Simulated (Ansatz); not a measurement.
The input, for Ansatz 0.2.0:

```yaml
crystal:
  periodic: [false, false, false]
  atoms:
    - {symbol: Si, position_ang: [0.000000, -0.042283, 1.106932]}
    - {symbol: Si, position_ang: [0.000000, 0.087730, -1.206301]}
    - {symbol: H, position_ang: [1.209065, -0.747364, 1.613865]}
    - {symbol: H, position_ang: [0.000001, 1.352573, 1.617487]}
    - {symbol: H, position_ang: [-1.209066, -0.747363, 1.613865]}
    - {symbol: H, position_ang: [-0.000001, -1.124200, -2.076363]}
basis:
  gaussian: {orbitals: cc-pVDZ}
magnetization: {spin_polarized: true, initial_magnetization: 0}
hamiltonian: {xc: {name: wB97M-V}}
output: {orbitals: {seedname: orbitals}}
```

```sh
$ ansatz run in.yaml --threads 1 --pin off --events-out ev --progress --plain --max-ram 2393MiB
```

Output:

```
  # Of w^i u^j: cxij and so on, Table III.
  gx(w, u) = 1 - cx + cx01*u + cx10*w
  gss(w, u) = css00 + css04*u^4 + css10*w + css20*w^2 + css43*w^4*u^3
  gos(w, u) = cos00 + cos10*w + (cos20 + cos21*u)*w^2 + (cos60 + cos61*u)*w^6
      + integral(e_c_pw_mod_opposite_spin*gos(b97_w_opposite, b97_u_opposite)) + vv10(b, c)
539 factors; integrals over basis functions are off by at most 1.1e-3 eV
206 factors; integrals over basis functions are off by at most 1.0e-5 eV
mean field evaluation 1: about -15815.6279 eV, gradient 5.0e0 eV
mean field evaluation 2: about -15815.8708 eV, gradient 1.3e0 eV
mean field evaluation 4: about -15815.9355 eV, gradient 4.8e-1 eV
mean field evaluation 8: about -15815.9396 eV, gradient 1.3e-2 eV
mean field evaluation 16: about -15815.9396 eV, gradient 2.6e-5 eV
mean field evaluation 32: about -15815.9385 eV, gradient 2.4e-1 eV
mean field -15815.94472496 eV, -581.2252482101 hartree, gradient 1.2e-5 eV, S^2 0.184660; 5 other end points of the search recorded, 0 dependent functions left out
reference -15815.94476462 eV, -581.2252496673 hartree; 16, 16 occupied and 40, 40 virtual orbitals, 539 factors
Total energy: -15815.94476462 eV, -581.2252496673 hartree
```

Ran on 1 thread of Arm Neoverse V1, shared host: 29 s wall, 0.24 GiB peak host memory.
